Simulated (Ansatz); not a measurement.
# CF₂ (triplet): from Hartree-Fock to the top rungs, def2-QZVPP

An exercise on one series of results from a longer session: the logs are not shown, and one member is left open.

Program: Ansatz 0.2.0, Gaussian basis. Level of theory: def2-QZVPP, core rule «outside noble gas», up to 3 orbitals frozen. These are calculated values, not measurements.

Plan: UHF; ROHF; CCSD(T) on UHF.

2 further runs of the same task are left out: 2 set aside as unsound or not needed.

## What is computed

The geometry is a PBE0/def2-TZVP stationary point (not a proven minimum).

3 atoms, charge 0, spin multiplicity 3.

Atoms are counted from 1 here; the program's logs count them from 0.

Bond lengths: C1–F2 1.309 Å, C1–F3 1.309 Å. Angles: F2–C1–F3 119.5°.

The first run:

in.yaml

```yaml
crystal:
  periodic: [false, false, false]
  atoms:
    - {symbol: C, position_ang: [0.000000, -0.500907, 0.000000]}
    - {symbol: F, position_ang: [0.000000, 0.158336, -1.130366]}
    - {symbol: F, position_ang: [0.000000, 0.158336, 1.130366]}
basis:
  gaussian: {orbitals: "def2-QZVPP.json"}
magnetization: {spin_polarized: true, initial_magnetization: 2}
hamiltonian: {xc: hf}
output: {orbitals: {seedname: orbitals}}
```

Started as:

```bash
$ ansatz run in.yaml --threads 1 --pin off --events-out ev --progress --plain --max-ram 2393MiB
```

Steps of the session up to this table: UHF; ROHF; CCSD(T) on UHF.

One of the session's tables, all rows but one given; the rest of the session is left out.

```
  method  from UCCSD(T) (kJ/mol)
    ROHF                 +1785.9
     UHF                       ?
    UMP2                   +67.9
   UCCSD                   +58.5
UCCSD(T)                       0
```

Estimate the missing values for UHF.

As computed: from UCCSD(T) (kJ/mol): +1775.7. In the column «from UCCSD(T) (kJ/mol)» it lies between UMP2 (+67.9) and ROHF (+1785.9).
